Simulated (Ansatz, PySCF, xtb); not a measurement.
Homolysis of single bonds, series Al SiH3-H. Isolated molecules, 0 K electronic values unless said otherwise. Strings in code marks are SMILES.

Quantity: homolytic bond dissociation enthalpy at 298 K (no spin–orbit term), in kcal/mol. Enthalpy corrections at 298 K come from GFN2-xTB frequencies (xtb).

Level 1: frozen-core CCSD(T)/cc-pVTZ // PBE0-D4/def2-TZVP (Ansatz, a first-principles code)
Level 2: PBE0-D4/def2-TZVP (PySCF)
Level 3: frozen-core MP2/cc-pVTZ // PBE0-D4/def2-TZVP (Ansatz)
Level 4: HF/cc-pVTZ // PBE0-D4/def2-TZVP (Ansatz)

| species | level 1 | level 2 | level 3 | level 4 |
|---|---|---|---|---|
| Si–Al bond of `[SiH3][Al]([SiH3])[SiH3]`, giving `[SiH3]` and `[SiH3][Al][SiH3]` | 66.3 | 65.6 | 66.0 | 46.2 |
